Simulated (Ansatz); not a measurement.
fcc Au, treated with BLYP (PAW; Ansatz, an electronic-structure program).

The input as run:

Ansatz 0.2 input:
```yaml
crystal:
  lattice:
    - [0.0, 2.0900108809, 2.0900108809]
    - [2.0900108809, 0.0, 2.0900108809]
    - [2.0900108809, 2.0900108809, 0.0]
  atoms:
    - { symbol: Au, position: [0.0, 0.0, 0.0] }
basis:
  ecutwfc: 520
  ecutrho_ratio: 4
  xc_grid: 2
kpoints:
  mp_grid: { grid: [24, 24, 24] }
hamiltonian:
  xc: blyp
  dispersion: none
  pseudopotentials: { kind: paw }
scf:
  occupations: { method: fermi_dirac, width: 0.05 }
  convergence: { dr2_threshold: 0.0000000001 }
output:
  forces: false
  stress: true
  eigenvalues: true
```

Output (set-up and result lines):

```
Crystal: 1 atoms, lattice volume = 18.259 Å³
Basis set: ecut = 520 eV, 531 PW (Γ), exchange–correlation on 48×48×48 points (8 copies of the dense FFT grid, shifted against one another)
Bands: 14, of which v1, the nominal top of the filled ones, is band 10 counted from 1 (9 counted from 0)
Symmetry: 48 space group operations
Space group: Fm-3m (ITA 225), of the structure as read, at distance tolerance 2.6e-5 Å
k-points: 413 of 13824
Functional: x = b88, c = lyp
SCF iter   1: F=—  HF=-13175.983823 eV  |F-HF|=—  |Δ(HF+E_count)|=         —  Δρ=6.64e-3  dr2=8.62e-3
SCF iter   2: F=—  HF=-13175.982871 eV  |F-HF|=—  |Δ(HF+E_count)|=   9.52e-4  Δρ=3.83e-3  dr2=2.56e-3
  ...
SCF iter   6: F=—  HF=-13175.982823 eV  |F-HF|=—  |Δ(HF+E_count)|=   1.17e-6  Δρ=1.04e-6  dr2=6.42e-11
SCF iter   7: F=-13175.982823 eV  HF=-13175.982823 eV  |F-HF|=3.64e-12  |Δ(HF+E_count)|=  2.11e-10  Δρ=1.06e-7  dr2=1.50e-12
SCF 1 converged in 7 iterations: F = -13175.982823 eV  dr2 = 1.50e-12
SCF converged after 7 iterations
Free energy (F): -13175.982823 eV
Internal energy: -13175.980958 eV  (E = F + TS)
E sigma→0 (E₀):  -13175.981890 eV
Fermi energy:    19.323266 eV
--- Stress (GPa, compression-positive) ---
        7.809313      -0.000000       0.000000
        0.000000       7.809313      -0.000000
       -0.000000      -0.000000       7.809313
  P = ⅓ Tr σ = 7.8093 GPa (78.093 kbar)
```

The cell is one volume of an energy–volume scan, off the minimum.

The PAW data were made under PBE.
